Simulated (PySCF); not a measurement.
## Name the molecule from its bond curve

A diatomic of charge 0 contains N. Its triplet curve at ROHF-SCS-MP2 in a triple-zeta basis (no relativity, PySCF), in eV from the separated fragments:

```json
{"R (Å)": "1.943", "E (eV)": "-0.339"}
{"R (Å)": "2.033", "E (eV)": "-0.559"}
{"R (Å)": "2.123", "E (eV)": "-0.677"}
{"R (Å)": "2.191", "E (eV)": "-0.717"}
{"R (Å)": "2.259", "E (eV)": "-0.724"}
{"R (Å)": "2.327", "E (eV)": "-0.707"}
{"R (Å)": "2.417", "E (eV)": "-0.655"}
{"R (Å)": "2.530", "E (eV)": "-0.557"}
{"R (Å)": "2.666", "E (eV)": "-0.412"}
{"R (Å)": "2.846", "E (eV)": "-0.197"}
```

The fit gives ωe = 424 cm⁻¹ and the rotational constant Bₑ = 0.3850 cm⁻¹.

Which atom is the partner?

The minimum lies at 2.243 Å, so the reduced mass is 16.8576 u Å² cm⁻¹/(Bₑ·Re²) = 8.703 u. With N at 14.00 u the partner weighs about 23.0 u: Na. The molecule is NaN.

Correlated steps freeze 2 core orbitals. The state was picked by a PBE0 search and need not be the measured ground state.
